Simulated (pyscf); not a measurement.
:Ge=Se (SMILES [Ge]=[Se]) [singlet] + H₂ (SMILES [H][H]) → :HGe–SeH (SMILES [GeH][SeH]) [singlet], an addition across a multiple bond or ene-type step (singlet surface; H–H broken, Ge–H, H–Se formed). Structures and frequencies: ωB97X-D3(BJ)/def2-SVP in PySCF. Energies in kJ/mol from the separated reactants.

Small-basis levels: PySCF, no dispersion term, spherical d functions. AM1 to PM7: differences of heats of formation from MOPAC, which are fitted to 298 K values and so differ in kind from electronic energies by zero-point and thermal terms. 

```csv
level,barrier,reaction energy
HF/STO-3G,(withheld),-36.9
HF/3-21G,243.6,+19.9
MP2/6-31G*+LANL2DZ,249.5,+78.2
SVWN5/6-31G*+LANL2DZ,121.5,+4.9
BP86/6-31G*+LANL2DZ,164.9,+32.4
PBE/6-31G*+LANL2DZ,157.8,+27.5
B3LYP/STO-3G,243.1,+8.3
B3LYP/6-31G*+LANL2DZ,(withheld),+30.9
M06-2X/6-31G*+LANL2DZ,187.9,+26.5
B3LYP/6-311+G**+LANL2DZ,149.2,+4.6
PM3,84.2,+18.0
PM7,208.5,+148.8
ωB97M-D3(BJ)/def2-TZVP,(withheld),+13.2
```

Question: Some entries are withheld; supply them.

Answer: 
- HF/STO-3G, barrier: 309.2
- B3LYP/6-31G*+LANL2DZ, barrier: 189.5
- ωB97M-D3(BJ)/def2-TZVP, barrier: 143.4

Against the last row the barrier runs from -59.2 (PM3) to +165.8 kJ/mol (HF/STO-3G). ωB97M-D3(BJ)/def2-TZVP has limits of its own. At the saddle there is also a short Ge–H contact that neither side keeps. One saddle was located; it need not be the lowest between these sides. In the def2 sets elements up to Kr have no core potential.
